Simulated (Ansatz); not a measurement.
**SiCP (quartet): from Hartree-Fock to the top rungs, def2-TZVPP**

One table from this session's results is given with a row withheld; the runs are named, their logs left out.

Method: def2-TZVPP, core rule «outside noble gas», up to 11 orbitals frozen; program: Ansatz 0.2.0, Gaussian basis.

Plan: UHF; ROHF; CCSD(T) on UHF.

2 further runs of the same task are left out: 2 set aside as unsound or not needed.

### What is computed

The geometry is a PBE0/def2-TZVP stationary point (not a proven minimum) of the parent state, kept for this charge and spin.

3 atoms, charge 0, spin multiplicity 4.

Atoms are counted from 1 here; the program's logs count them from 0.

Bond lengths: P1–C2 1.580 Å, C2–Si3 1.754 Å. Angles: P1–C2–Si3 180.0°.

The first run:

in.yaml reads:

```yaml
crystal:
  periodic: [false, false, false]
  atoms:
    - {symbol: P, position_ang: [0.000000, 0.000000, -1.637933]}
    - {symbol: C, position_ang: [0.000000, 0.000000, -0.058233]}
    - {symbol: Si, position_ang: [0.000000, 0.000000, 1.696167]}
basis:
  gaussian: {orbitals: def2-TZVPP}
magnetization: {spin_polarized: true, initial_magnetization: 3}
hamiltonian: {xc: hf}
output: {orbitals: {seedname: orbitals}}
```

Launch:

```console
> ansatz run in.yaml --threads 1 --pin off --events-out ev --progress --plain --max-ram 4096MiB --backend cpu
```

Among the steps run: UHF; ROHF; CCSD(T) on UHF.

One table of the session follows, with a row left open; its other results are not shown here.

```
  method  from UCCSD(T) (meV)
    ROHF             +10751.4
     UHF             +10054.0
    UMP2                    ?
   UCCSD               +669.8
UCCSD(T)                    0
```

**Question.** Estimate the row for UMP2.

As computed: from UCCSD(T) (meV): +2024.7. In the column «from UCCSD(T) (meV)» it lies between UCCSD (+669.8) and UHF (+10054.0).

Limits of these values: The determinant is far from a pure spin state, so its energy mixes those of several spin states (harmless only where they are near-degenerate, as at dissociation).
